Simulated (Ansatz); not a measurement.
# C₂H₂S: a rigid scan of the bond length C2–S3

The task here is to estimate one member of a computed series from the others.

Method: single points in def2-TZVPP; program: Ansatz 0.2.0, Gaussian basis.

Levels: PBE-D4, r2SCAN-D4, PBE0-D4, B3LYP-D4, wB97M-V, Hartree-Fock, MP2, CCSD, CCSD(T). The scan takes 1.511, 1.545, 1.595, 1.652, 1.716, 1.785, 1.858, 1.935, 2.015 Å.

Cores are frozen in the correlated methods. B3LYP uses VWN-RPA correlation.

28 further runs of the same task are left out: 28 set aside as unsound or not needed.

### Starting geometry

The minimum, relaxed at PBE0-D4: SMILES `C#CS`, 5 atoms, charge 0, spin multiplicity 1.

Atoms are counted from 1 here; the program's logs count them from 0.

Bond lengths: C1–C2 1.204 Å, C1–H4 1.064 Å, C2–S3 1.679 Å, S3–H5 1.346 Å. Angles: C2–C1–H4 179.3°, C1–C2–S3 175.2°, C2–S3–H5 96.7°.

As a file:

```
C    -1.1968   -0.3420    0.0019
C     0.0007   -0.2237    0.0261
S     1.6789   -0.1976    0.0834
H    -2.2568   -0.4334   -0.0218
H     1.8239    1.1231   -0.1310
```

Energies of the minimum (eV), from earlier single points: PBE-D4 -12933.52046, r2SCAN-D4 -12938.77195, PBE0-D4 -12934.44215, B3LYP-D4 -12941.56201, wB97M-V -12939.39315, CCSD(T) -12923.30745.

At the minimum the bond length C2–S3 is 1.679 Å.

The first run:

Contents of ccsdt-tzvpp/in.yaml:

```yaml
crystal:
  periodic: [false, false, false]
  atoms:
    - {symbol: C, position_ang: [-1.196758, -0.341980, 0.001867]}
    - {symbol: C, position_ang: [0.000682, -0.223683, 0.026135]}
    - {symbol: S, position_ang: [1.510621, -0.200235, 0.077654]}
    - {symbol: H, position_ang: [-2.256772, -0.433404, -0.021842]}
    - {symbol: H, position_ang: [1.655594, 1.120474, -0.136697]}
basis:
  gaussian: {orbitals: def2-TZVPP}
correlation: {method: ccsd_t}
```

No record of the launch command was kept for these runs.

Among the steps run: C2–S3 = 1.511 Å; C2–S3 = 1.545 Å; C2–S3 = 1.595 Å; C2–S3 = 1.652 Å; C2–S3 = 1.716 Å; C2–S3 = 1.785 Å; C2–S3 = 1.858 Å; C2–S3 = 1.935 Å; C2–S3 = 2.015 Å.

One of the session's tables, all rows but one given; the rest of the session is left out.

It belongs to the step «The curves». Energies less that of the minimum at the same level (kcal/mol):

| bond length (Å) | PBE-D4 | PBE0-D4 | B3LYP-D4 | wB97M-V | Hartree-Fock |
| --- | --- | --- | --- | --- | --- |
| 1.511 | 13.8 | 13.4 | 14.0 | 15.1 | 16.5 |
| 1.545 | 8.4 | 8.0 | 8.6 | 9.3 | 10.3 |
| 1.595 | ? | ? | ? | ? | ? |
| 1.652 | 0.4 | 0.3 | 0.4 | 0.5 | 0.6 |
| 1.679 (minimum) | 0.0 | 0.0 | 0.0 | 0.0 | 0.0 |
| 1.716 | 0.3 | 0.4 | 0.2 | 0.1 | 0.0 |
| 1.785 | 2.7 | 3.3 | 2.6 | 2.4 | 2.4 |
| 1.858 | 7.3 | 8.4 | 7.2 | 7.0 | 7.2 |
| 1.935 | 13.7 | 15.3 | 13.5 | 13.4 | 14.2 |
| 2.015 | 21.2 | 23.5 | 21.1 | 21.3 | 22.7 |

Estimate the missing values for bond length (Å) = 1.595.

Worked estimate for «PBE-D4». A straight line through the neighbours (1.545, 8.4) and (1.652, 0.4) gives 8.4 + (0.4 − 8.4) × (1.595 − 1.545) / (1.652 − 1.545) = 4.7; a parabola fitted to 4 rows on both sides gives 3.4.

**Answer.** PBE-D4: 3.2; PBE0-D4: 2.9; B3LYP-D4: 3.3; wB97M-V: 3.7; Hartree-Fock: 4.2. In «PBE-D4» the line misses by +1.5 and the parabola by +0.2.
